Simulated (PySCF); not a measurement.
Ionisation energy of N by level of theory

N [He] 2s2 2p3 (4S) → N+ [He] 2s2 2p2 (3P), as a difference of total energies. All numbers are calculated (PySCF 2.14, the non-relativistic Hamiltonian (point nucleus), in cc-pVDZ (3s2p1d, 14 functions)). Correlated levels: valence: 1s2 frozen. The calculations carry no spin-orbit coupling.

```tsv
method	ionisation energy (eV)
UHF	13.895
TPSS	14.572
B3LYP	14.572
MP2 (valence)	14.354
SCS-MP2 (valence)	14.144
CCSD (valence)	14.195
CCSD(T) (valence)	14.191
```

Task: How much does correlation contribute at CCSD(T) (valence)?

Result: 14.191 − (13.895) = 0.296 eV, measured against UHF.

Errors of the correlated levels include the incompleteness of this basis and the frozen core.

For comparison: 14.545 eV (measured; NIST levels, between the centres of gravity of the two terms).
